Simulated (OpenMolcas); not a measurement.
# How methods differ on B2 (SMILES B#B)

B2 has 2 atoms, charge 0, and is taken as a triplet. SMILES: `B#B`. Geometry: relaxed at GFN2-xTB.

| atom | x (Å) | y (Å) | z (Å) |
| --- | --- | --- | --- |
| B | 0.0000 | 0.0000 | 0.0000 |
| B | 0.0000 | 0.0000 | 1.4051 |

Each level gives the energy change with the B1–B2 bond stretched from 1.405 to 1.756 Å (eV). The values are calculated.

```tsv
level	kind	program	value (eV)	less FCI/pcseg-0
CASPT2(6,8)/pcseg-0	multireference	OpenMolcas	-0.71	-0.07
CASSCF(6,8)/pcseg-0	multireference	OpenMolcas	-1.00	-0.36
MC-PDFT[tPBE](6,8)/pcseg-0	multireference	OpenMolcas	-0.46	+0.18
SC-NEVPT2(6,8)/pcseg-0	multireference	OpenMolcas	-0.70	-0.06
FCI/3-21G	exact in the basis	OpenMolcas	-0.61	+0.03
FCI/pcseg-0	exact in the basis	OpenMolcas	-0.64	0.00
```

FCI/pcseg-0 is exact within its basis and frozen core, so for wave-function methods in that basis the difference is their error. The first shape isn't each level's own minimum. The values span -1.00 to -0.46 eV. All rows use very small basis sets, so none should be taken for the real molecule's value.
